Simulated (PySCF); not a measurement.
tetrafluoroethylene anion (C2F4), SMILES FC(F)=C(F)F (connectivity only; charge and spin as stated), charge -1, multiplicity 2. Atoms are numbered in the order given.

```xyz
6

F     -1.4069    -0.0516     1.1073
C     -0.6579     0.3309     0.0000
F     -1.4069    -0.0516    -1.1073
C      0.6579    -0.3309     0.0000
F      1.4069     0.0516    -1.1073
F      1.4069     0.0516     1.1073
```
Charge -1, spin multiplicity 2.

Geometry optimised at ωB97X-D3(BJ)/def2-SVPD. The multiplicity is an assumed one; other spin states were not compared.

Two levels are set side by side: PBE/pcH-1 (PySCF) and PBE0/pcH-1 (PySCF). Contact hyperfine couplings, same geometry. Differences are taken from unrounded values.

```
quantity                        PBE
----------------------------  -----
A(iso) of 19F, atom F1 (MHz)  230.7
A(iso) of 13C, atom C2 (MHz)  149.3
A(iso) of 19F, atom F3 (MHz)  230.7
A(iso) of 13C, atom C4 (MHz)  149.3
A(iso) of 19F, atom F5 (MHz)  230.7
A(iso) of 19F, atom F6 (MHz)  230.7
```

**Question.** These are the PBE values. What does PBE0 give? (The exact figures need the calculation; the answer reports its results.)

**Answer.** 
```tsv
quantity	PBE0	PBE minus PBE0
A(iso) of 19F, atom F1 (MHz)	240.9	-10.3
A(iso) of 13C, atom C2 (MHz)	169.7	-20.4
A(iso) of 19F, atom F3 (MHz)	240.9	-10.3
A(iso) of 13C, atom C4 (MHz)	169.7	-20.4
A(iso) of 19F, atom F5 (MHz)	240.9	-10.3
A(iso) of 19F, atom F6 (MHz)	240.9	-10.3
```

Rough cost on one machine, each run with all the roots and properties that it gave: PBE0 against PBE within a factor of 2.
